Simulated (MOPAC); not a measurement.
MOPAC input (PM7):

```
PM7 FORCE THERMO(298,298) PRECISE LET UHF MS=0.5 GEO-OK AUX(PRECISION=9) THREADS=1
HS

S    -0.00000000 1   -0.00000000 1   -0.07176967 1
H    -0.00000000 1   -0.00000000 1    1.26060439 1
```

Question: Which zero-point energy does it print?

Answer: 3.65 kcal/mol, from the harmonic wavenumbers of PM7.
